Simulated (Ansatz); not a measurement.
in.yaml

```yaml
crystal:
  periodic: [false, false, false]
  atoms:
    - {symbol: O, position_ang: [0.001808, 0.180873, 1.476772]}
    - {symbol: As, position_ang: [0.000974, -0.056213, -0.322544]}
    - {symbol: H, position_ang: [0.048938, -0.647611, 1.825428]}
    - {symbol: H, position_ang: [1.038513, 0.969377, -0.620063]}
    - {symbol: H, position_ang: [-1.188576, 0.985554, -0.671552]}
basis:
  gaussian: {orbitals: STO-3G}
hamiltonian: {pseudopotentials: {relativity: none}}
correlation: {active_space: {ras: {orbitals: [7, 0, 4], electrons: 14, max_holes: 4, max_particles: 4}, fixed_orbitals: true}}
scf: {lower_state_search: off}
```

```sh
$ ansatz run in.yaml --threads 1 --pin off --events-out ev --progress --plain --max-ram 2393MiB
```

Log:

```
these checks for a lower state are left out or cut short: stability, starts, cluster_reference, orbital_swaps, neighbouring_geometries, increment
292 factors; integrals over basis functions are off by at most 3.1e-5 eV
mean field evaluation 1: about -62172.2514 eV, gradient 1.7e1 eV
mean field evaluation 2: about -62172.2866 eV, gradient 1.7e1 eV
mean field evaluation 4: about -62173.3197 eV, gradient 8.5e-1 eV
mean field evaluation 8: about -62173.3246 eV, gradient 1.9e-6 eV
mean field -62173.32455564 eV, -2284.8275348269 hartree, gradient 1.6e-6 eV, S^2 0.000000; 0 other end points of the search recorded, 0 dependent functions left out
reference -62173.32455564 eV, -2284.8275348269 hartree; 22, 22 occupied and 4, 4 virtual orbitals, 292 factors
state -62175.65621330 eV, -2284.9132216654 hartree
Total energy: -62175.65621330 eV, -2284.9132216654 hartree
Checks for a lower state left out: stability, starts, cluster_reference, orbital_swaps, neighbouring_geometries, increment
```

Natural occupations: 1.9999 1.9942 1.9934 1.9849 1.9721 1.9579 1.9569 0.0492 0.0460 0.0300 0.0156.

Ran on 1 thread of AMD EPYC, shared host: 0.95 s wall, 0.09 GiB peak host memory.
